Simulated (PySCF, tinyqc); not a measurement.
Worked calculation: CID on RHF in the sto-3g basis, frozen core, for BH, spin multiplicity 1. The lowest restricted solution is unstable here: a spin-polarised one lies 0.0065 hartree lower (PySCF). One step of it, computed by the program tinyqc.

Problem. Iteration 1: building the Fock matrix. J_ij = sum D_kl (ij|kl), K_ij = sum D_kl (ik|jl); F = H + J - 0.5 K; E = tr D H + tr D J / 2 - 0.25 tr D K + E_nn.

D at the start, order 1B 1s, 1B 2s, 1B 2px, 1B 2py, 1B 2pz, 2H 1s:
$$\begin{pmatrix}
2.159138 & -0.592826 & 0.000000 & 0.000000 & -0.014537 & 0.036406 \\
-0.592826 & 2.206716 & 0.000000 & 0.000000 & 0.061812 & -0.123367 \\
0.000000 & 0.000000 & 0.000000 & 0.000000 & 0.000000 & 0.000000 \\
0.000000 & 0.000000 & 0.000000 & 0.000000 & 0.000000 & 0.000000 \\
-0.014537 & 0.061812 & 0.000000 & 0.000000 & 2.075552 & -0.162470 \\
0.036406 & -0.123367 & 0.000000 & 0.000000 & -0.162470 & 0.019096
\end{pmatrix}$$

core Hamiltonian H = T + V (hartree), order 1B 1s, 1B 2s, 1B 2px, 1B 2py, 1B 2pz, 2H 1s:
$$\begin{pmatrix}
-12.616057 & -3.266773 & 0.000000 & 0.000000 & -0.008176 & -0.213313 \\
-3.266773 & -3.706659 & 0.000000 & 0.000000 & -0.082155 & -0.678737 \\
0.000000 & 0.000000 & -2.895431 & 0.000000 & 0.000000 & 0.000000 \\
0.000000 & 0.000000 & 0.000000 & -2.895431 & 0.000000 & 0.000000 \\
-0.008176 & -0.082155 & 0.000000 & 0.000000 & -2.943801 & -0.734703 \\
-0.213313 & -0.678737 & 0.000000 & 0.000000 & -0.734703 & -1.939869
\end{pmatrix}$$

Two-electron integrals (ij|kl) in chemists' order, unique and non-zero (hartree):
```
(11|11) 2.923513   (21|11) 0.518376   (21|21) 0.109262   (22|11) 0.744229
(22|21) 0.193177   (22|22) 0.544804   (31|31) 0.020264   (32|31) 0.029996
(32|32) 0.120346   (33|11) 0.742491   (33|21) 0.193240   (33|22) 0.544682
(33|33) 0.586773   (41|41) 0.020264   (42|41) 0.029996   (42|42) 0.120346
(43|43) 0.031630   (44|11) 0.742491   (44|21) 0.193240   (44|22) 0.544682
(44|33) 0.523513   (44|44) 0.586773   (51|51) 0.020264   (52|51) 0.029996
(52|52) 0.120346   (53|53) 0.031630   (54|54) 0.031630   (55|11) 0.742491
(55|21) 0.193240   (55|22) 0.544682   (55|33) 0.523513   (55|44) 0.523513
(55|55) 0.586773   (61|11) 0.033196   (61|21) 0.006974   (61|22) 0.012384
(61|33) 0.012336   (61|44) 0.012336   (61|51) 0.000496   (61|52) 0.000920
(61|55) 0.012488   (61|61) 0.000459   (62|11) 0.107791   (62|21) 0.028573
(62|22) 0.092664   (62|33) 0.089843   (62|44) 0.089843   (62|51) 0.003074
(62|52) 0.021167   (62|55) 0.098208   (62|61) 0.001946   (62|62) 0.025667
(63|31) 0.002404   (63|32) 0.012216   (63|53) 0.003640   (63|63) 0.002272
(64|41) 0.002404   (64|42) 0.012216   (64|54) 0.003640   (64|64) 0.002272
(65|11) 0.115071   (65|21) 0.030828   (65|22) 0.105071   (65|33) 0.099926
(65|44) 0.099926   (65|51) 0.005051   (65|52) 0.032924   (65|55) 0.115233
(65|61) 0.002163   (65|62) 0.033572   (65|65) 0.045287   (66|11) 0.294612
(66|21) 0.079313   (66|22) 0.290922   (66|33) 0.277073   (66|44) 0.277073
(66|51) 0.008059   (66|52) 0.077113   (66|55) 0.318202   (66|61) 0.005406
(66|62) 0.114706   (66|65) 0.161117   (66|66) 0.774606
```

nuclear repulsion = 1.47485287 hartree

Give: Coulomb J; exchange K; Fock matrix F; total energy of this density.

Solution.

Coulomb J (hartree), order 1B 1s, 1B 2s, 1B 2px, 1B 2py, 1B 2pz, 2H 1s:
$$\begin{pmatrix}
8.8251 & 1.8020 & 0.0000 & 0.0000 & 0.0009 & 0.1157 \\
1.8020 & 3.6600 & 0.0000 & 0.0000 & -0.0004 & 0.5948 \\
0.0000 & 0.0000 & 3.6141 & 0.0000 & 0.0000 & 0.0000 \\
0.0000 & 0.0000 & 0.0000 & 3.6141 & 0.0000 & 0.0000 \\
0.0009 & -0.0004 & 0.0000 & 0.0000 & 3.7392 & 0.6671 \\
0.1157 & 0.5948 & 0.0000 & 0.0000 & 0.6671 & 1.7883
\end{pmatrix}$$

exchange K (hartree), order 1B 1s, 1B 2s, 1B 2px, 1B 2py, 1B 2pz, 2H 1s:
$$\begin{pmatrix}
5.9814 & 1.1003 & 0.0000 & 0.0000 & 0.0002 & 0.0768 \\
1.1003 & 1.4317 & 0.0000 & 0.0000 & 0.0029 & 0.2190 \\
0.0000 & 0.0000 & 0.3354 & 0.0000 & 0.0000 & 0.0000 \\
0.0000 & 0.0000 & 0.0000 & 0.3354 & 0.0000 & 0.0000 \\
0.0002 & 0.0029 & 0.0000 & 0.0000 & 1.4473 & 0.2232 \\
0.0768 & 0.2190 & 0.0000 & 0.0000 & 0.2232 & 0.0879
\end{pmatrix}$$

Fock matrix F (hartree), order 1B 1s, 1B 2s, 1B 2px, 1B 2py, 1B 2pz, 2H 1s:
$$\begin{pmatrix}
-6.7816 & -2.0149 & 0.0000 & 0.0000 & -0.0074 & -0.1360 \\
-2.0149 & -0.7625 & 0.0000 & 0.0000 & -0.0840 & -0.1935 \\
0.0000 & 0.0000 & 0.5510 & 0.0000 & 0.0000 & 0.0000 \\
0.0000 & 0.0000 & 0.0000 & 0.5510 & 0.0000 & 0.0000 \\
-0.0074 & -0.0840 & 0.0000 & 0.0000 & 0.0717 & -0.1792 \\
-0.1360 & -0.1935 & 0.0000 & 0.0000 & -0.1792 & -0.1955
\end{pmatrix}$$

total energy of this density = -24.033868 hartree
